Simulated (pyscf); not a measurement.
Structures and frequencies: ωB97X-D3(BJ)/def2-SVP in PySCF.

Problem. What is the homolytic dissociation enthalpy (298 K, ωB97M-D3(BJ)/def2-TZVP) of the N–Si bond of H₃C–N(CH₃)–Si(CH₃)(CH₃)–NH₂ (SMILES CN(C)[Si](C)(C)N), to H₃C–N(CH₃)–Si•(CH₃)–CH₃ + NH₂•?

Solution. N–Si to H₃C–N(CH₃)–Si•(CH₃)–CH₃ + NH₂•: 110.7 kcal/mol. The 7 functionals that were run give +101.6 (r²SCAN) to +110.7 kcal/mol (ωB97M-D3(BJ)/def2-TZVP). Other isomers of H₃C–N(CH₃)–Si•(CH₃)–CH₃ were not searched in full and may lie lower.
